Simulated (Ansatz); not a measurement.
**A cut through the energy surface**

BHSCl (SMILES S[B]Cl), doublet, at its PBE0-D4/def2-TZVP minimum:

S1  (0.566, -0.789, 0.531)
B2  (-0.300, 0.476, -0.346)
Cl3  (-2.014, 0.616, -0.427)
H4  (1.803, -0.363, 0.221)
(Å)

The angle H4–S1–B2 (96.3° at the minimum) is set to the values below, H4, with anything bonded beyond it, turning rigidly in the plane of the angle. Each method's energies count from its own value at the PBE0-D4 minimum structure. Program: Ansatz 0.2.0. Basis: def2-TZVPP. Cores are frozen in the correlated methods; orbitals are unrestricted. B3LYP uses VWN-RPA correlation.

```
angle (°)  CCSD(T) (kcal/mol)  B3LYP-D4 (kcal/mol)  r2SCAN-D4 (kcal/mol)
     72.3                   ?                 9.41                  8.55
     78.3                4.90                 5.53                  4.98
     84.3                   ?                 2.58                  2.27
     90.3                   ?                 0.71                  0.58
     96.3                0.00                 0.00                  0.00
    102.3                0.61                 0.44                  0.54
    108.3                2.29                 2.00                  2.17
    114.3                4.99                 4.61                  4.82
    120.3                8.61                 8.18                  8.41
```

(1) Fill in the withheld CCSD(T) values. (To be estimated.)

T1 diagnostic: at most 0.017. ⟨S²⟩ of the unrestricted Hartree–Fock references: 0.76 (a pure state has 0.75).

Answers

(1) By the calculation: 8.63 kcal/mol at 72.3°; 2.15 kcal/mol at 84.3°; 0.51 kcal/mol at 90.3°. These count from the CCSD(T) energy at the PBE0-D4 minimum.

Minimum and curvature along this coordinate at CCSD(T): A fifth-order fit through the nearest points gives 96.0°, with a curvature of about 1.4 meV/deg².

Largest difference from the CCSD(T) curve over the scan: PBE-D4 0.54; PBE0-D4 0.12; wB97M-V 0.32; HF 3.33 kcal/mol. Each curve counts from its own value at the minimum.

For scale, one of the runs: CCSD(T)/def2-TZVPP, 129 basis functions (an equivalent command: `ansatz run in.yaml --threads 2`). Time: 41 s of wall clock on 2 CPU threads; the host was shared. Peak host memory: 1.2 GiB.
